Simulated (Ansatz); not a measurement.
Relaxation of CH3FNP (7 atoms, charge 0, multiplicity 1), to a largest force component of 0.02 eV/Å in at most 50 steps.

Computed with RKS r2SCAN-D4/def2-mTZVP (Ansatz).

```xyz
7
Properties=species:S:1:pos:R:3
F -0.877 -2.349 0.277
C -0.167 -1.215 0.409
N -0.494 -0.181 -0.317
P 0.616 1.226 -0.098
H -1.337 -0.577 -0.780
H 0.763 1.532 -1.462
H -0.454 2.189 0.034
```

Task: Where does it end, and by what steps?

Result: The forces met the threshold. After 7 steps the energy has fallen by 0.907 eV; H5 moved furthest, 0.29 Å.

```json
{"step": "0", "energy less start (eV)": "0.0000", "largest force component (eV/Å)": "4.052", "accepted": "yes"}
{"step": "1", "energy less start (eV)": "-0.6839", "largest force component (eV/Å)": "1.417", "accepted": "yes"}
{"step": "2", "energy less start (eV)": "-0.8242", "largest force component (eV/Å)": "0.999", "accepted": "yes"}
{"step": "3", "energy less start (eV)": "-0.8733", "largest force component (eV/Å)": "1.216", "accepted": "yes"}
{"step": "4", "energy less start (eV)": "-0.9018", "largest force component (eV/Å)": "0.464", "accepted": "yes"}
{"step": "5", "energy less start (eV)": "-0.9060", "largest force component (eV/Å)": "0.121", "accepted": "yes"}
{"step": "6", "energy less start (eV)": "-0.9069", "largest force component (eV/Å)": "0.080", "accepted": "yes"}
{"step": "7", "energy less start (eV)": "-0.9072", "largest force component (eV/Å)": "0.013", "accepted": "yes"}
```

```xyz
7
Properties=species:S:1:pos:R:3
F -0.963 -2.275 0.213
C -0.054 -1.306 0.505
N -0.401 -0.253 -0.222
P 0.565 1.217 -0.104
H -1.222 -0.312 -0.838
H 0.666 1.443 -1.510
H -0.541 2.112 0.018
```

Whether the end is a true minimum wasn't checked by a vibrational analysis.

Run time: 13 s on 2 threads of Intel(R) Xeon(R) Platinum 8488C (Sapphire Rapids), on a shared host, peak memory 0.17 GiB.
